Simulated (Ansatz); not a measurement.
# CHOSi+ (quintet): the correlation ladder, cc-pVTZ

How much of the correlation energy of CHOSi+ (quintet) does each wave-function method recover here?

Method: cc-pVTZ, core rule «outside noble gas», up to 7 orbitals frozen; program: Ansatz 0.2.0, Gaussian basis.

The runs, in order: UHF; CCSD(T) on ROHF; CCSD(T) on UHF; BCCD(T) on ROHF; CCSDT(Q) on ROHF; CCSDT(Q) on UHF.

6 further runs of the same task are left out: 1 for a known fault of the program, 5 set aside as unsound or not needed.

## Step 1: The geometry

The geometry is a PBE0/def2-TZVP stationary point (not a proven minimum) of the parent state, kept for this charge and spin.

4 atoms, charge 1, spin multiplicity 5.

Atoms are counted from 1 here; the program's logs count them from 0.

Bond lengths: C1–O2 1.268 Å, O2–Si3 1.699 Å, Si3–H4 1.496 Å. Angles: C1–O2–Si3 139.4°, O2–Si3–H4 117.6°.

Geometry (Å):

```xyz
4
charge 1, multiplicity 5
C     0.0000    0.3330    1.7224
O     0.0000   -0.3122    0.6305
Si    0.0000   -0.0152   -1.0422
H     0.0000    1.4114   -1.4926
```

## Step 2: UHF

File in.yaml:

```yaml
crystal:
  periodic: [false, false, false]
  atoms:
    - {symbol: C, position_ang: [0.000000, 0.333035, 1.722367]}
    - {symbol: O, position_ang: [0.000000, -0.312160, 0.630489]}
    - {symbol: Si, position_ang: [0.000000, -0.015246, -1.042169]}
    - {symbol: H, position_ang: [0.000000, 1.411369, -1.492570]}
basis:
  gaussian: {orbitals: cc-pVTZ}
total_charge: 1
magnetization: {spin_polarized: true, initial_magnetization: 4}
hamiltonian: {xc: hf}
output: {orbitals: {seedname: orbitals}}
```

Run with:

```bash
$ ansatz run in.yaml --threads 1 --pin off --events-out ev --progress --plain --max-ram 4096MiB --backend cpu
```

Further steps of the session: CCSD(T) on ROHF; CCSD(T) on UHF; BCCD(T) on ROHF; CCSDT(Q) on ROHF; CCSDT(Q) on UHF.

**Question.** What will the summary of the whole plan be? Wanted: UCCSDT(Q) below the RHF energy; RMP2 from UCCSDT(Q); UMP2 from UCCSDT(Q); RCCSD from UCCSDT(Q); RCCSD(T) from UCCSDT(Q); UCCSD(T) from UCCSDT(Q); RCCSDT(Q) from UCCSDT(Q); T1 diagnostic.

As calculated:

| quantity | value |
| --- | --- |
| UCCSDT(Q) below the RHF energy | -11.4543 eV |
| RMP2 from UCCSDT(Q) | +1309.2 meV |
| UMP2 from UCCSDT(Q) | +1169.6 meV |
| RCCSD from UCCSDT(Q) | +575.1 meV |
| RCCSD(T) from UCCSDT(Q) | +82.2 meV |
| UCCSD(T) from UCCSDT(Q) | +76.8 meV |
| RCCSDT(Q) from UCCSDT(Q) | +13.7 meV |
| levels within 1 kcal/mol (43 meV) | RCCSDT, UCCSDT, RCCSDT(Q) |
| T1 diagnostic | 0.074 |

What this shows: RCCSD(T) misses by +82.2 meV, 0.7 % of the correlation energy. These misses are within one basis, not against nature; the frozen cores of restricted and unrestricted runs differ, which can shift their rows.
